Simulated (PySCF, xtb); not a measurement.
nitrous oxide (N₂O), SMILES N#[N+][O-].

Harmonic wavenumbers (cm⁻¹) from GFN2-xTB (xtb) at its own minimum, in rising order: 553, 553, 1442, 2651.

Task: What does PySCF with PBE0-D3(BJ)/def2-TZVP give at its own minimum? (The exact figures need the calculation; the answer reports its results.)

Result: 641, 641, 1377, 2410. Paired by order, the mean absolute difference is 120 cm⁻¹ and the zero-point energies are 7.4 and 7.2 kcal/mol.
